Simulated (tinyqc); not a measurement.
Inside a calculation. Method: MP2 on RHF in the sto-6g basis, frozen core, for H3O+, spin multiplicity 1. One step of it, computed by the program tinyqc.

Problem. Iteration 8 (converged): orbitals. Diagonalise F' = X^T F X, C = X C', fill 5 alpha and 5 beta electrons from the bottom; D = 2 C_occ C_occ^T. Each column has its largest component positive (the first on a tie).

converged F (hartree), lower triangle:
```
             1O 1s      1O 2s     1O 2px     1O 2py     1O 2pz      2H 1s      3H 1s      4H 1s
1O 1s   -21.134405
1O 2s    -5.104769  -2.884172
1O 2px    0.000000   0.000019  -0.892331
1O 2py    0.000000   0.000000   0.000000  -0.892511
1O 2pz    0.024195   0.137778  -0.000033   0.000000  -0.920620
2H 1s    -1.104849  -1.153046  -0.597010   0.000000   0.319497  -0.874470
3H 1s    -1.105714  -1.153660   0.298346  -0.517217   0.319688  -0.430996  -0.874880
4H 1s    -1.105714  -1.153660   0.298346   0.517217   0.319688  -0.430996  -0.430982  -0.874880
```

X:
```
                1          2          3          4          5          6          7          8
1O 1s   -0.326886   0.000000   0.000402   0.739887   0.631780  -0.000087   0.000000   0.123901
1O 2s    1.274486   0.000000  -0.001147  -0.177951   0.244564  -0.000089   0.000000   0.396857
1O 2px  -0.000888   0.000000  -0.904608   0.000140   0.000059   0.690397   0.000000   0.000023
1O 2py   0.000000   0.904959   0.000000   0.000000   0.000000   0.000000   0.690252   0.000000
1O 2pz  -0.398793   0.000000   0.000286  -0.682433   0.671136   0.000048   0.000000  -0.127840
2H 1s   -0.557537   0.000000   0.964369  -0.117206  -0.096880   0.432055   0.000000   0.307923
3H 1s   -0.559444  -0.834783  -0.481350  -0.117223  -0.096932  -0.215932   0.374139   0.307975
4H 1s   -0.559444   0.834783  -0.481350  -0.117223  -0.096932  -0.215932  -0.374139   0.307975
```

Give: F' = X^T F X; orbital energies; coefficients C; D after iteration 8.

Solution.

F' = X^T F X (hartree), lower triangle:
```
        1       2       3        4        5       6       7       8
1  -0.452
2   0.000   0.213
3   0.001   0.000   0.213
4   1.779   0.000  -0.003  -10.224
5   1.464   0.000  -0.002   -9.268  -10.138
6   0.000   0.000   0.034    0.002    0.002  -1.084
7   0.000  -0.034   0.000    0.000    0.000   0.000  -1.084
8  -0.018   0.000   0.000   -3.595   -3.625   0.001   0.000  -2.979
```

orbital energies (hartree): MO1 -21.137, MO2 -1.802, MO3 -1.085, MO4 -1.084, MO5 -0.935, MO6 0.081, MO7 0.214, MO8 0.214

coefficients C:
```
           MO1     MO2     MO3     MO4     MO5     MO6     MO7     MO8
1O 1s    0.997  -0.226   0.000   0.000  -0.073  -0.138   0.000   0.000
1O 2s    0.016   0.872   0.000   0.000   0.383   0.983   0.001   0.000
1O 2px   0.000   0.000   0.000   0.714   0.000   0.001  -0.886   0.000
1O 2py   0.000   0.000   0.714   0.000   0.000   0.000   0.000   0.886
1O 2pz  -0.003  -0.144   0.000   0.000   0.904  -0.503  -0.001   0.000
2H 1s   -0.003   0.092   0.000   0.406  -0.121  -0.639   0.974   0.000
3H 1s   -0.003   0.092   0.352  -0.203  -0.121  -0.638  -0.488  -0.844
4H 1s   -0.003   0.092  -0.352  -0.203  -0.121  -0.638  -0.488   0.844
```

D after iteration 8, lower triangle:
```
         1O 1s  1O 2s  1O 2px  1O 2py  1O 2pz   2H 1s   3H 1s  4H 1s
1O 1s    2.100
1O 2s   -0.418  1.815
1O 2px   0.000  0.000   1.020
1O 2py   0.000  0.000   0.000   1.020
1O 2pz  -0.071  0.441   0.000   0.000   1.677
2H 1s   -0.030  0.068   0.580   0.000  -0.245   0.376
3H 1s   -0.030  0.068  -0.290   0.502  -0.245  -0.119   0.376
4H 1s   -0.030  0.068  -0.290  -0.502  -0.245  -0.119  -0.119  0.376
```
